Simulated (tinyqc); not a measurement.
Inside a calculation. Method: UHF in the sto-6g basis, for BH, spin multiplicity 3. One step of it, computed by the program tinyqc.

Problem. Iteration 36 (converged): orbitals. Diagonalise F' = X^T F X, C = X C', fill 4 alpha and 2 beta electrons from the bottom; D(s) = C_occ C_occ^T. Each column has its largest component positive (the first on a tie).

converged F(alpha) (hartree):
```
            1B 1s      1B 2s     1B 2px    1B 2py     1B 2pz      2H 1s
1B 1s   -7.394110  -2.084509   0.000000  0.000000   0.001709  -0.108246
1B 2s   -2.084509  -0.991548   0.000000  0.000000   0.136850  -0.203793
1B 2px   0.000000   0.000000  -0.209065  0.073213   0.000000   0.000000
1B 2py   0.000000   0.000000   0.073213  0.260836   0.000000   0.000000
1B 2pz   0.001709   0.136850   0.000000  0.000000   0.160490  -0.208031
2H 1s   -0.108246  -0.203793   0.000000  0.000000  -0.208031  -0.425515
```

converged F(beta) (hartree):
```
            1B 1s      1B 2s     1B 2px     1B 2py     1B 2pz      2H 1s
1B 1s   -7.361623  -2.053225   0.000000   0.000000  -0.000955  -0.104811
1B 2s   -2.053225  -0.794360   0.000000   0.000000  -0.173155  -0.220148
1B 2px   0.000000   0.000000   0.385235  -0.009413   0.000000   0.000000
1B 2py   0.000000   0.000000  -0.009413   0.324819   0.000000   0.000000
1B 2pz  -0.000955  -0.173155   0.000000   0.000000   0.272886  -0.126705
2H 1s   -0.104811  -0.220148   0.000000   0.000000  -0.126705   0.169697
```

X:
```
                1          2         3          4          5         6
1B 1s   -0.547338   0.616149  0.000000   0.000000  -0.494895  0.391196
1B 2s    0.769354  -0.386265  0.000000   0.000000  -0.326857  0.520940
1B 2px   0.000000   0.000000  0.289490   0.957181   0.000000  0.000000
1B 2py   0.000000   0.000000  0.957181  -0.289490   0.000000  0.000000
1B 2pz   0.445111   0.659446  0.000000   0.000000   0.582612  0.295342
2H 1s   -0.679936  -0.501356  0.000000   0.000000   0.409940  0.467883
```

Give: F' = X^T F X; orbital energies; coefficients C; F' = X^T F X; orbital energies; coefficients C; D(alpha) after iteration 36; D(beta) after iteration 36.

Solution.

F' = X^T F X (alpha) (hartree):
```
         1        2        3        4        5        6
1  -0.8599   1.4877   0.0000   0.0000  -1.2093   1.4259
2   1.4877  -1.9428   0.0000   0.0000   2.1889  -1.7269
3   0.0000   0.0000   0.2620  -0.0693   0.0000   0.0000
4   0.0000   0.0000  -0.0693  -0.2103   0.0000   0.0000
5  -1.2093   2.1889   0.0000   0.0000  -2.6623   2.2922
6   1.4259  -1.7269   0.0000   0.0000   2.2922  -2.4833
```

orbital energies (alpha) (hartree): MO1 -7.3966, MO2 -0.5136, MO3 -0.3847, MO4 -0.2202, MO5 0.2720, MO6 0.3465

coefficients C (alpha):
```
            MO1      MO2      MO3      MO4     MO5      MO6
1B 1s    0.9946  -0.2206   0.1779   0.0000  0.0000  -0.0874
1B 2s    0.0198   0.7489  -0.6673   0.0000  0.0000   0.3359
1B 2px   0.0000   0.0000   0.0000   0.9886  0.1505   0.0000
1B 2py   0.0000   0.0000   0.0000  -0.1505  0.9886   0.0000
1B 2pz  -0.0002  -0.0758   0.3279   0.0000  0.0000   0.9728
2H 1s   -0.0021   0.5767   0.7408   0.0000  0.0000  -0.4682
```

F' = X^T F X (beta) (hartree):
```
         1        2       3       4        5        6
1  -0.7030   1.5186  0.0000  0.0000  -1.5114   1.1802
2   1.5186  -1.6239  0.0000  0.0000   2.2608  -1.9229
3   0.0000   0.0000  0.3247  0.0089   0.0000   0.0000
4   0.0000   0.0000  0.0089  0.3854   0.0000   0.0000
5  -1.5114   2.2608  0.0000  0.0000  -2.3235   2.3402
6   1.1802  -1.9229  0.0000  0.0000   2.3402  -2.3523
```

orbital energies (beta) (hartree): MO1 -7.3633, MO2 -0.3348, MO3 0.2291, MO4 0.3234, MO5 0.3867, MO6 0.4664

coefficients C (beta):
```
            MO1      MO2      MO3     MO4      MO5      MO6
1B 1s    0.9957  -0.2536   0.1454  0.0000   0.0000  -0.0181
1B 2s    0.0159   0.8940  -0.5559  0.0000   0.0000   0.1043
1B 2px   0.0000   0.0000   0.0000  0.1505   0.9886   0.0000
1B 2py   0.0000   0.0000   0.0000  0.9886  -0.1505   0.0000
1B 2pz   0.0009   0.2747   0.5095  0.0000   0.0000   0.8513
2H 1s   -0.0019   0.2540   0.6579  0.0000   0.0000  -0.7767
```

D(alpha) after iteration 36:
```
          1B 1s    1B 2s   1B 2px   1B 2py   1B 2pz    2H 1s
1B 1s    1.0695  -0.2642   0.0000   0.0000   0.0749   0.0025
1B 2s   -0.2642   1.0065   0.0000   0.0000  -0.2756  -0.0625
1B 2px   0.0000   0.0000   0.9774  -0.1488   0.0000   0.0000
1B 2py   0.0000   0.0000  -0.1488   0.0226   0.0000   0.0000
1B 2pz   0.0749  -0.2756   0.0000   0.0000   0.1133   0.1992
2H 1s    0.0025  -0.0625   0.0000   0.0000   0.1992   0.8814
```

D(beta) after iteration 36:
```
          1B 1s    1B 2s  1B 2px  1B 2py   1B 2pz    2H 1s
1B 1s    1.0557  -0.2108  0.0000  0.0000  -0.0688  -0.0663
1B 2s   -0.2108   0.7994  0.0000  0.0000   0.2456   0.2270
1B 2px   0.0000   0.0000  0.0000  0.0000   0.0000   0.0000
1B 2py   0.0000   0.0000  0.0000  0.0000   0.0000   0.0000
1B 2pz  -0.0688   0.2456  0.0000  0.0000   0.0755   0.0698
2H 1s   -0.0663   0.2270  0.0000  0.0000   0.0698   0.0645
```
